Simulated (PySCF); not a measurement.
Relaxation of doublet BCl2

All numbers come from UPBE0 in PySCF with B def2-TZVP, Cl def2-TZVP; no relativity; density-fitted integrals. A (50,194) grid was used.

A start displaced from a saddle point along its imaginary mode, of C2v symmetry, held to at least that symmetry:

```xyz
3
charge 0 multiplicity 2, angstrom
B     0.0906    0.0787    0.0000
Cl   -0.0143   -0.0124    1.6811
Cl   -0.0143   -0.0124   -1.6811
```

At each step, columns x, y, z (Å) and Fx, Fy, Fz (eV/Å):

```
step 0  E − E(last) = 101.44 kJ/mol
B    0.091   0.079   0.000   1.425   1.238   0.000
Cl  -0.014  -0.012   1.681  -0.713  -0.619  -0.065
Cl  -0.014  -0.012  -1.681  -0.713  -0.619   0.065
step 1  E − E(last) = 53.56 kJ/mol
B    0.202   0.175   0.000   1.609   1.399   0.000
Cl  -0.070  -0.061   1.664  -0.805  -0.699  -0.256
Cl  -0.070  -0.061  -1.664  -0.805  -0.699   0.256
step 2  E − E(last) = 16.43 kJ/mol
B    0.325   0.282   0.000   0.425   0.370   0.000
Cl  -0.131  -0.114   1.640  -0.212  -0.185  -1.055
Cl  -0.131  -0.114  -1.640  -0.212  -0.185   1.055
step 3  E − E(last) = 4.18 kJ/mol
B    0.409   0.355   0.000  -0.396  -0.344   0.000
Cl  -0.174  -0.151   1.579   0.198   0.172  -0.924
Cl  -0.174  -0.151  -1.579   0.198   0.172   0.924
step 4  E − E(last) = 0.15 kJ/mol
B    0.415   0.361   0.000  -0.075  -0.064   0.000
Cl  -0.177  -0.153   1.538   0.037   0.032  -0.184
Cl  -0.177  -0.153  -1.538   0.037   0.032   0.184
step 5  E − E(last) = 0.00 kJ/mol
B    0.417   0.362   0.000   0.012   0.011   0.000
Cl  -0.178  -0.154   1.528  -0.006  -0.006   0.019
Cl  -0.178  -0.154  -1.528  -0.006  -0.006  -0.019
step 6  E − E(last) = 0.00 kJ/mol
B    0.417   0.363   0.000  -0.001   0.000   0.000
Cl  -0.178  -0.154   1.529   0.001   0.000  -0.001
Cl  -0.178  -0.154  -1.529   0.001   0.000   0.001
```

It ends at C2v with B–Cl 1.720 Å (×2); Cl–B–Cl 125.4°. A frequency run shows a minimum. Other isomers or separated fragments may lie lower.

The relaxation took 7.4 s on 4 threads of a shared Arm Neoverse V2 host, with 105 basis functions and 7 gradients; the process peaked at 0.94 GiB. Launch command: `OMP_NUM_THREADS=4 python axn.py task.json out`.
